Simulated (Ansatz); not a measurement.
We consider hcp Zn, described by LDA (Ansatz, a program for electronic structure, PAW).

Run with plane-wave cutoff 520 eV, 16×16×10 k mesh (along the axes of the cell as run), Fermi–Dirac smearing 0.1 eV, perturbation theory, force constants from a 4×4×2 q mesh, scalar-relativistic PAW data made under PBE.

Computed at the level's own relaxed cell.

Harmonic phonon frequencies (cm⁻¹; i marks an imaginary mode):

| q point | frequencies |
|---|---|
| Γ | … |
| A | 61 61 61 61 99 99 |

What belongs in the gaps?


- Γ, frequencies: 0 0 0 76 76 150

No imaginary mode appears at these points.
